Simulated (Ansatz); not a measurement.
**SiH₂ (singlet): the correlation ladder at angle H2–Si1–H3 = 162.0°, cc-pVDZ**

How much of the correlation energy of SiH₂ (singlet) does each wave-function method recover here?

Program: Ansatz 0.2.0, Gaussian basis. Level of theory: cc-pVDZ, core rule «outside noble gas», up to 5 orbitals frozen. These are calculated values, not measurements.

Plan: UHF; CCSD(T) on RHF; CCSD(T) on UHF; BCCD(T) on RHF; CISD; CCSDT(Q) on RHF; CCSDT(Q) on UHF; CCSDTQ on RHF; CASSCF and MRCISD+Q, 2 electrons in 2 orbitals; CASSCF and NEVPT2, 2 electrons in 2 orbitals; CASSCF and MRCISD+Q, 6 electrons in 6 orbitals; CASSCF and NEVPT2, 6 electrons in 6 orbitals; Full CI.

9 further runs of the same task are left out: 1 for a mislabelled method, 7 that didn't finish, 1 set aside as unsound or not needed.

### 1 What is computed

The geometry derives from a PBE0/def2-TZVP stationary point (not a proven minimum). One angle is set to the value named; bond lengths are kept.

3 atoms, charge 0, spin multiplicity 1.

Atoms are counted from 1 here; the program's logs count them from 0.

Bond lengths: Si1–H2 1.526 Å, Si1–H3 1.526 Å. Angles: H2–Si1–H3 162.0°.

### 2 UHF

in.yaml

```yaml
crystal:
  periodic: [false, false, false]
  atoms:
    - {symbol: Si, position_ang: [0.000000, -0.015982, 0.000000]}
    - {symbol: H, position_ang: [0.000000, 0.222665, -1.506755]}
    - {symbol: H, position_ang: [0.000000, 0.222665, 1.506755]}
basis:
  gaussian: {orbitals: cc-pVDZ}
magnetization: {spin_polarized: true, initial_magnetization: 0}
hamiltonian: {xc: hf}
output: {orbitals: {seedname: orbitals}}
```

The run is started by

```console
> ansatz run in.yaml --threads 1 --pin off --events-out ev --progress --plain --max-ram 2393MiB
```

After this run come: CCSD(T) on RHF; CCSD(T) on UHF; BCCD(T) on RHF; CISD; CCSDT(Q) on RHF; CCSDT(Q) on UHF; CCSDTQ on RHF; CASSCF and MRCISD+Q, 2 electrons in 2 orbitals; CASSCF and NEVPT2, 2 electrons in 2 orbitals; CASSCF and MRCISD+Q, 6 electrons in 6 orbitals; CASSCF and NEVPT2, 6 electrons in 6 orbitals; Full CI.

Q: Predict the results of all the runs planned. Wanted: FCI below the RHF energy; RMP2 from FCI; RCCSD from FCI; RCCSD(T) from FCI; RCCSDT(Q) from FCI; NEVPT2 pair from FCI; MRCISD+Q pair from FCI; T1 diagnostic; effectively unpaired electrons.

As calculated:

| quantity | value |
| --- | --- |
| FCI below the RHF energy | -3.5716 eV |
| RMP2 from FCI | +24.69 kcal/mol |
| RCCSD from FCI | +4.29 kcal/mol |
| RCCSD(T) from FCI | +1.69 kcal/mol |
| RCCSDT(Q) from FCI | +0.04 kcal/mol |
| NEVPT2 pair from FCI | +19.21 kcal/mol |
| MRCISD+Q pair from FCI | -0.77 kcal/mol |
| levels within 1 kcal/mol (43 meV) | RCCSDT, RCCSDT(Q), RCCSDTQ, MRCISD+Q pair |
| T1 diagnostic | 0.022 |
| effectively unpaired electrons | 0.91 |

In words: RCCSD(T) misses by +1.69 kcal/mol, 2.0 % of the correlation energy. MRCISD+Q pair falls below full CI: the +Q correction isn't variational, and the cores differ from full CI's. With 0.9 effectively unpaired electrons against 0 the state is strongly multireference. Coupled cluster on one determinant still stays close here. Of the multireference levels listed MRCISD+Q pair comes nearest in total energy (-0.77 kcal/mol), which doesn't show that its space is the better one. These misses are within one basis, not against nature.
